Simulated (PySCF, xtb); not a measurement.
dimethyl ether (C2H6O), SMILES COC.

Harmonic wavenumbers (cm⁻¹) from xtb with GFN2-xTB at its own minimum, in rising order: 209, 247, 413, 958, 1078, 1122, 1130, 1152, 1227, 1406, 1411, 1468, 1473, 1488, 1495, 2889, 2890, 2910, 2917, 3032, 3032.

Problem. What does PBE-D3(BJ)/def2-TZVP (PySCF 2.14.0) give at its own minimum? (Estimate from the structure and the level; the computed values follow.)

Solution. 217, 244, 401, 923, 1088, 1119, 1149, 1152, 1222, 1404, 1425, 1431, 1433, 1443, 1463, 2886, 2898, 2930, 2938, 3050, 3051. Paired by order, the mean absolute difference is 17 cm⁻¹ and the zero-point energies are 48.5 and 48.4 kcal/mol.
